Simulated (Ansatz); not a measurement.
A made-up structure of C$_{2}$H$_{6}$N (charge -1), closed shell:

```csv
atom,x (Å),y (Å),z (Å)
C1,-0.4734,0.7229,-0.6592
C2,0.0221,-1.0426,0.8824
N3,0.4097,-0.4669,-0.4148
H4,-1.5263,0.4397,-0.8035
H5,-0.1561,1.2781,-1.5523
H6,-0.4913,1.4755,0.1905
H7,1.3684,-0.1199,-0.3844
H8,0.2363,-0.4050,1.7017
H9,0.5537,-1.9423,1.0602
```

It is relaxed with PBE-D4/def2-SVPD and then PBE0-D4/def2-TZVPD (Ansatz 0.2.0). Atoms count as bonded within 1.22 times the sum of their covalent radii (H–H: 0.88 Å). The end point is not checked to be a true minimum.

Q: Does its bonding change? (Judge from chemistry; the calculation decides.)

A: The calculation gives: No: no bond forms or breaks.

Where it ends: The first stage lowers the energy by 0.31 eV in 8 steps. It ends as C₂H₆N ([CH2][NH][CH3]), total charge -1:
```
atom    x (Å)    y (Å)    z (Å)
  C1  -0.4766   0.7365  -0.6767
  C2   0.0154  -0.9994   0.9377
  N3   0.3951  -0.3500  -0.3133
  H4  -1.4911   0.3456  -0.8136
  H5  -0.1383   1.2069  -1.6189
  H6  -0.5557   1.5380   0.0884
  H7   1.3529   0.0121  -0.3310
  H8   0.4828  -0.5036   1.8165
  H9   0.3584  -2.0468   0.9317
```

Labels in which every atom is bracketed show which atoms are joined, not bond orders.

For scale, one of the runs: PBE0-D4/def2-TZVPD relaxation, 165 basis functions, launched by `ansatz run in.yaml --threads 2 --pin off --events-out ev --progress --plain --max-ram 4352MiB`. Hardware: 2 CPU threads of an Arm Neoverse V2, shared host. Wall time about 17 s.
